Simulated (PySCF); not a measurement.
Compound: C3HF3.
SMILES with atom numbers: `[CH:1]#[C:2][C:3]([F:4])([F:5])[F:6]` (hydrogens: H7 on C1)

An MMFF94s structure was refined with PBE0-D3(BJ)/def2-SVP geometry optimisation, gas phase (PySCF 2.14.0). Its MMFF94s values:

```json
{"coordinate": "C1≡C2", "MMFF94s": "1.261 Å"}
{"coordinate": "C1–H7", "MMFF94s": "1.058 Å"}
{"coordinate": "C2–C3", "MMFF94s": "1.494 Å"}
{"coordinate": "C3–F4", "MMFF94s": "1.303 Å"}
{"coordinate": "C1–C2–C3", "MMFF94s": "177.0°"}
{"coordinate": "C2–C3–F4", "MMFF94s": "104.6°"}
{"coordinate": "F4–C3–F5", "MMFF94s": "113.6°"}
```

Problem. How do these coordinates change at the PBE0-D3(BJ)/def2-SVP level?

Solution. 
```
coordinate  PBE0-D3(BJ)/def2-SVP (Å or °)  change
     C1≡C2                          1.207  -0.054
     C3–F4                          1.332  +0.029
     C2–C3                          1.469  -0.025
     C1–H7                          1.076  +0.018
  C2–C3–F4                          111.0    +6.4
  F4–C3–F5                          107.9    -5.7
  C1–C2–C3                          179.9    +2.9
```

The energy falls by 0.350 eV over 8 energy and gradient evaluations, the largest force component goes from 0.1123 to 4.3e-04 Eh/bohr, and the atoms move by 0.055 Å rms after alignment. The bond that changes most is C1≡C2 (terminal alkyne carbon to alkyne carbon), which shortens by 0.054 Å. Bonds longer at the end by more than 0.005 Å: 3 of 6; shorter: 3. Rotational constants go from 5566, 2872, 2865 to 5739, 2878, 2877 MHz.

The run used 89 basis functions and 56 SCF cycles in all.

No frequency check.
